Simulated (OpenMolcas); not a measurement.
**HOF (hypofluorous acid) at 6 levels**

We compute a comparison of 6 runs (B3LYP/6-31G*, B3LYP/aug-cc-pVTZ, M06-L/aug-cc-pVTZ, PBE/aug-cc-pVTZ, TPSS/aug-cc-pVTZ, r2SCAN/aug-cc-pVTZ) of HOF (hypofluorous acid). 

Program for the calculation: OpenMolcas 26.06.

1 further run of the same task is left out (set aside as unsound or not needed).

### 1 The structure to begin with

The species is HOF (3 atoms), meant as a singlet with charge 0. SMILES: `OF`. The shape is that of a PBE0-D4/def2-TZVP optimisation.

Bond lengths: O1–F2 1.406 Å, O1–H3 0.969 Å. Angles: F2–O1–H3 99.1°.

### 2 Energy and gradient at B3LYP/6-31G(d) (spherical functions) (run 1)

Input file calc.input:

```
* FHO Kohn-Sham DFT

&GATEWAY
  BasLib=$CurrDir
  Coord
  3
  angstrom
  O        0.430590      -0.210340       0.216330
  F       -0.221910       1.014620      -0.010980
  H       -0.208690      -0.804280      -0.205350
  Basis=6-31Gs
  Group=NoSym

&SEWARD
  GridInput
  Grid=UltraFine
  End of Grid

&SCF
  KSDFT=B3LYP
  Thresholds=1e-10 1e-07 1e-07 1e-05
  PrOrbitals=1 1

&ALASKA
```

The basis set 6-31G* is read from a file made from the Basis Set Exchange's data (not shown).

The run is started by

```console
$ export MOLCAS_MEM=1860
$ pymolcas calc.input > calc.log
```

What it wrote:

```text
--- Start Module: gateway ---
[...]
--- Stop Module: gateway /rc=_RC_ALL_IS_WELL_ ---
[...]
      Basis functions           30
[...]
--- Start Module: scf ---
[...]
       Convergence after  12 Iterations
[...]
::    Total KS-DFT energy                            -175.5189374139
[...]
      Total spin, S                                     0.0000000000
[...]
      Total electronic charge=   18.000000
      Total            charge=   -0.000000
[...]
      Dipole Moment (debye):
      Origin of the operator (angstrom)=    0.0684    0.4195    0.0846
                   X= -9.6231E-01               Y= -1.5690E+00               Z= -7.0961E-01           Total=  1.9727E+00
      Quadrupole Moment (debye*angstrom):
[...]
--- Stop Module: scf /rc=_RC_ALL_IS_WELL_ ---
[...]
--- Start Module: alaska ---
[...]
 *              Molecular gradients               *
 **************************************************
  Irreducible representation: a
 ------------------------------------------------------------------------------------------
                              X                       Y                       Z
 ------------------------------------------------------------------------------------------
  O1               -1.44807402811393E-02    1.19696937167149E-02   -6.73212069552243E-03
  F2                9.04929078475725E-03   -1.56606598373621E-02    3.29975175687225E-03
  H3                5.43144949637941E-03    3.69096612066011E-03    3.43236893865351E-03
 ------------------------------------------------------------------------------------------
--- Stop Module: alaska /rc=_RC_ALL_IS_WELL_ ---
[...]
```

It took 4.5 s on 1 thread of Arm Neoverse V2, shared host; peak memory 0.37 GiB.

### 3 Energy and gradient at B3LYP/aug-cc-pVTZ (run 2)

Input file test.inp:

```
&GATEWAY
BasLib=$CurrDir
BasisSet
O.aug-cc-pVTZ....
O1 0.430590 -0.210340 0.216330 angstrom
End of Basis
BasisSet
F.aug-cc-pVTZ....
F2 -0.221910 1.014620 -0.010980 angstrom
End of Basis
BasisSet
H.aug-cc-pVTZ....
H3 -0.208690 -0.804280 -0.205350 angstrom
End of Basis
&SEWARD
GridInput
Grid=UltraFine
End of Grid
&SCF
KSDFT=B3LYP
Thresholds=1e-10 1e-07 1e-07 1e-05
PrOrbitals=1 1
&ALASKA
```

The basis set aug-cc-pVTZ is read from a file made from the Basis Set Exchange's data (not shown).

The run is started by

```console
$ export MOLCAS_MEM=1860
$ pymolcas test.inp > test.log
```

What it wrote:

```text
--- Start Module: gateway ---
[...]
--- Stop Module: gateway /rc=_RC_ALL_IS_WELL_ ---
[...]
      Basis functions          115
[...]
--- Start Module: scf ---
[...]
       Convergence after  14 Iterations
[...]
::    Total KS-DFT energy                            -175.6127996488
[...]
      Total spin, S                                     0.0000000000
[...]
      Total electronic charge=   18.000000
      Total            charge=   -0.000000
[...]
      Dipole Moment (debye):
      Origin of the operator (angstrom)=    0.0684    0.4195    0.0846
                   X= -8.4174E-01               Y= -1.5783E+00               Z= -6.4353E-01           Total=  1.9010E+00
      Quadrupole Moment (debye*angstrom):
[...]
--- Stop Module: scf /rc=_RC_ALL_IS_WELL_ ---
[...]
--- Start Module: alaska ---
[...]
 *              Molecular gradients               *
 **************************************************
  Irreducible representation: a
 ------------------------------------------------------------------------------------------
                              X                       Y                       Z
 ------------------------------------------------------------------------------------------
  O1               -7.63993246308381E-03    1.25076040820824E-02   -2.86503074435807E-03
  F2                6.99431696116104E-03   -1.42418957032220E-02    2.31335208029493E-03
  H3                6.45615501933428E-04    1.73429162114269E-03    5.51678664054922E-04
 ------------------------------------------------------------------------------------------
--- Stop Module: alaska /rc=_RC_ALL_IS_WELL_ ---
[...]
```

It took 34 s on 1 thread of Arm Neoverse V2, shared host; peak memory 0.7 GiB.

Runs 3 to 4 aren't shown in full; the table further down has their settings and results.

### 4 Energy and forces at TPSS/aug-cc-pVTZ (run 5)

Input file mol.xyz:

```xyz
3

O      0.430590    -0.210340     0.216330
F     -0.221910     1.014620    -0.010980
H     -0.208690    -0.804280    -0.205350
```

Input file test.inp:

```
&gateway
  baslib=$CurrDir
  coord=mol.xyz
  basis=aug-cc-pVTZ
  group=NoSym

&seward
  gridinput
  Grid=UltraFine
  End of Grid

&scf
  ksdft=2
  1.0 MGGA_X_TPSS
  1.0 MGGA_C_TPSS
  thresholds=1e-10 1e-07 1e-07 1e-05
  prorbitals=1 2

&alaska
```

The basis set aug-cc-pVTZ is read from a file made from the Basis Set Exchange's data (not shown).

The run is started by

```console
$ export MOLCAS_MEM=1860
$ pymolcas test.inp > test.log
```

What it wrote:

```text
--- Start Module: gateway ---
[...]
--- Stop Module: gateway /rc=_RC_ALL_IS_WELL_ ---
[...]
      Basis functions          115
[...]
--- Start Module: scf ---
[...]
       Convergence after  14 Iterations
[...]
::    Total KS-DFT energy                            -175.6296997130
[...]
      Total spin, S                                     0.0000000000
[...]
      Total electronic charge=   18.000000
      Total            charge=   -0.000000
[...]
      Dipole Moment (debye):
      Origin of the operator (angstrom)=    0.0684    0.4195    0.0846
                   X= -8.2602E-01               Y= -1.5225E+00               Z= -6.2859E-01           Total=  1.8426E+00
      Quadrupole Moment (debye*angstrom):
[...]
--- Stop Module: scf /rc=_RC_ALL_IS_WELL_ ---
[...]
--- Start Module: alaska ---
[...]
 *              Molecular gradients               *
 **************************************************
  Irreducible representation: a
 ------------------------------------------------------------------------------------------
                              X                       Y                       Z
 ------------------------------------------------------------------------------------------
  O1               -1.81740244692774E-02    1.87860900473389E-02   -8.03173243878152E-03
  F2                1.27132802391436E-02   -2.42257012188993E-02    4.38912253679535E-03
  H3                5.46074423014842E-03    5.43961117154046E-03    3.64260990198972E-03
 ------------------------------------------------------------------------------------------
--- Stop Module: alaska /rc=_RC_ALL_IS_WELL_ ---
[...]
```

It took 45 s on 1 thread of Arm Neoverse V2, shared host; peak memory 0.7 GiB.

### 5 Energy and forces at r2SCAN/aug-cc-pVTZ (run 6)

Input file struct.xyz:

```xyz
3

O      0.430590    -0.210340     0.216330
F     -0.221910     1.014620    -0.010980
H     -0.208690    -0.804280    -0.205350
```

Input file mol.inp:

```
* FHO Kohn-Sham DFT

&GATEWAY
  BasLib = $CurrDir
  Coord = struct.xyz
  Basis = aug-cc-pVTZ
  Group = NoSym

&SEWARD
  GridInput
  Grid=UltraFine
  End of Grid

&SCF
  KSDFT = 2
  1.0 MGGA_X_R2SCAN
  1.0 MGGA_C_R2SCAN
  Thresholds = 1e-10 1e-07 1e-07 1e-05
  PrOrbitals = 1 1

&ALASKA
```

The basis set aug-cc-pVTZ is read from a file made from the Basis Set Exchange's data (not shown).

The run is started by

```console
$ export MOLCAS_MEM=1860
$ pymolcas mol.inp > mol.log
```

What it wrote:

```text
--- Start Module: gateway ---
[...]
--- Stop Module: gateway /rc=_RC_ALL_IS_WELL_ ---
[...]
      Basis functions          115
[...]
--- Start Module: scf ---
[...]
       Convergence after  13 Iterations
[...]
::    Total KS-DFT energy                            -175.5328392335
[...]
      Total spin, S                                     0.0000000000
[...]
      Total electronic charge=   18.000000
      Total            charge=   -0.000000
[...]
      Dipole Moment (debye):
      Origin of the operator (angstrom)=    0.0684    0.4195    0.0846
                   X= -8.4062E-01               Y= -1.5432E+00               Z= -6.3902E-01           Total=  1.8699E+00
      Quadrupole Moment (debye*angstrom):
[...]
--- Stop Module: scf /rc=_RC_ALL_IS_WELL_ ---
[...]
--- Start Module: alaska ---
[...]
 *              Molecular gradients               *
 **************************************************
  Irreducible representation: a
 ------------------------------------------------------------------------------------------
                              X                       Y                       Z
 ------------------------------------------------------------------------------------------
  O1               -9.23324955423954E-03    1.35981568660704E-02   -3.63088397294442E-03
  F2                7.90025056255184E-03   -1.45701211493989E-02    2.78117098597219E-03
  H3                1.33299899169770E-03    9.71964283333460E-04    8.49712986975337E-04
 ------------------------------------------------------------------------------------------
--- Stop Module: alaska /rc=_RC_ALL_IS_WELL_ ---
[...]
```

It took 41 s on 1 thread of Arm Neoverse V2, shared host; peak memory 0.7 GiB.

### 6 The series

```tsv
run	level	energy (Eh)	dipole moment (D)	HOMO energy (eV)	LUMO energy (eV)	wall time
1	B3LYP/6-31G* (spherical functions)	-175.518937	1.97	-8.24	-0.64	4.5 s
2	B3LYP/aug-cc-pVTZ	-175.612800	1.90	-9.01	-1.69	34 s
3	M06-L/aug-cc-pVTZ	-175.573133	1.84	-7.52	-2.23	43 s
4	PBE/aug-cc-pVTZ	-175.446814	1.82	-7.20	-2.86	33 s
5	TPSS/aug-cc-pVTZ	-175.629700	1.84	-7.34	-2.59	45 s
6	r2SCAN/aug-cc-pVTZ	-175.532839	1.87	-7.63	-2.43	41 s
```

### 7 Outcome

| quantity | value |
| --- | --- |
| run 6: total energy | -175.53284 Eh |
| run 6: dipole moment | 1.87 D |
| run 6: HOMO energy | -7.63 eV |
| run 6: LUMO energy | -2.43 eV |
| run 6: HOMO–LUMO gap | 5.20 eV |
| run 6: largest force on an atom | 0.866 eV/Å |

The dipole moment (its size) runs from 1.82 D (PBE/aug-cc-pVTZ) to 1.97 D (B3LYP/6-31G*). The two ends differ in method and basis. The HOMO–LUMO gap runs from 4.34 eV (PBE/aug-cc-pVTZ) to 7.59 eV (B3LYP/6-31G*). Totals of different functionals can't be ranked against each other. All runs together took 3.3 min, the longest 45 s.
